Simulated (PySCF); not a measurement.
Si2H5, optimised at HF/6-31G*:

```xyz
7

Si    -0.0395    -0.0002     0.1009
Si    -0.0931     1.0006    -2.0194
H      0.2241    -1.4461    -0.0454
H      1.0087     0.5829     0.9652
H     -1.3475     0.1815     0.7626
H      1.1495     0.8042    -2.7965
H     -0.4299     2.4400    -1.9845
```

Method: PySCF energies (xtb for GFN2) plus ideal-gas RRHO corrections (1 bar). 6-31G* has spherical d functions here. Open shells (unrestricted): Si2H5 (multiplicity 2). GFN2 has no spin-polarisation term. B3LYP is the form with VWN-RPA correlation. Si2H5: computed as isolated molecules; such fragments, hydroxides, amides, oligomers or adducts are transient or little studied in the gas.

Q: List the harmonic frequencies (cm⁻¹, unscaled) at this level and at the other levels, each on its own geometry.

A: 
- HF/6-31G*: 126, 428, 463, 472, 675, 696, 969, 1022, 1034, 1036, 2345, 2358, 2358, 2370, 2371
- B3LYP/6-31G*: 122, 391, 409, 432, 602, 639, 877, 936, 948, 948, 2205, 2218, 2231, 2244, 2253
- GFN2-xTB: 104, 363, 366, 435, 497, 526, 774, 805, 835, 851, 2150, 2199, 2202, 2226, 2230
- PBE/def2-SVP: 121, 365, 373, 422, 555, 605, 821, 884, 899, 901, 2131, 2136, 2160, 2162, 2173
- PBE0/def2-TZVP: 129, 376, 390, 436, 577, 627, 859, 923, 934, 938, 2198, 2204, 2222, 2224, 2234
